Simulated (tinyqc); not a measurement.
Hueckel theory of the pi electrons, for the molecule c1cc[nH]c1 (SMILES; centres numbered as the heavy atoms are written), step by step. Computed by tinyqc, a small Python program that keeps every step. Settings: charge = 0. Command: `OMP_NUM_THREADS=1 python tinyqc.py 28353 28354 out.jsonl` (the two numbers bound the seeds that draw the settings). One thread of a shared host (Intel(R) Xeon(R) Processor @ 2.60GHz), about 0.01 s of CPU time with the checks.

## The Hueckel matrix

Centres:
```
centre  z_r, pi electrons of the neutral centre         h
1C                                            1  0.000000
2C                                            1  0.000000
3C                                            1  0.000000
4N                                            2  1.500000
5C                                            1  0.000000
```

Bonds:
```
i  j         k
1  2         1
2  3         1
3  4  0.800000
4  5  0.800000
5  1         1
```

H_rr = alpha + h_r beta, H_rs = k_rs beta for bonded centres.

Hueckel matrix in units of beta (H = alpha + beta A), order 1C, 2C, 3C, 4N, 5C:
$$\begin{pmatrix}
0.000000 & 1.000000 & 0.000000 & 0.000000 & 1.000000 \\
1.000000 & 0.000000 & 1.000000 & 0.000000 & 0.000000 \\
0.000000 & 1.000000 & 0.000000 & 0.800000 & 0.000000 \\
0.000000 & 0.000000 & 0.800000 & 1.500000 & 0.800000 \\
1.000000 & 0.000000 & 0.000000 & 0.800000 & 0.000000
\end{pmatrix}$$

## Orbitals

pi electrons, sum of z_r less the charge = 6

Diagonalise; E = alpha + x beta with beta < 0, so the largest x are filled first; degenerate levels share their electrons. P = sum n_i c_ri c_si; each orbital has its largest coefficient positive (the first on a tie).

x values: [2.319584, 1.188675, 0.618034, -1.008258, -1.618034]

occupations: [2.000000, 2.000000, 2.000000, 0.000000, 0.000000]

coefficients, order 1C, 2C, 3C, 4N, 5C:
$$\begin{pmatrix}
0.287255 & 0.576253 & -0.371748 & -0.292262 & 0.601501 \\
0.287255 & 0.576253 & 0.371748 & -0.292262 & -0.601501 \\
0.379057 & 0.108724 & 0.601501 & 0.586937 & 0.371748 \\
0.740000 & -0.558769 & 0.000000 & -0.374403 & 0.000000 \\
0.379057 & 0.108724 & -0.601501 & 0.586937 & -0.371748
\end{pmatrix}$$

charge and bond-order matrix P, order 1C, 2C, 3C, 4N, 5C:
$$\begin{pmatrix}
1.105560 & 0.552773 & -0.104136 & -0.218847 & 0.790292 \\
0.552773 & 1.105560 & 0.790292 & -0.218847 & -0.104136 \\
-0.104136 & 0.790292 & 1.034618 & 0.439501 & -0.412596 \\
-0.218847 & -0.218847 & 0.439501 & 1.719645 & 0.439501 \\
0.790292 & -0.104136 & -0.412596 & 0.439501 & 1.034618
\end{pmatrix}$$

## Energy, charges, bond orders

E = sum n x; q_r = z_r - P_rr; bond order p = P_rs; free valence = sqrt(3) - sum of p over the bonds of the atom.

pi energy = 6 alpha + this times beta = 8.252584

pi charges: 1C -0.105560, 2C -0.105560, 3C -0.034618, 4N 0.280355, 5C -0.034618

Bond orders and lengths from R = 1.517 - 0.180 p (angstrom, C-C alone):
```
bond         p         R
1-2   0.552773  1.417501
2-3   0.790292  1.374748
3-4   0.439501         -
4-5   0.439501         -
5-1   0.790292  1.374748
```

free valence of the carbons: 1C 0.388986, 2C 0.388986, 3C 0.502258, 5C 0.502258

gap between the highest filled and the next level = 1.626292 |beta|
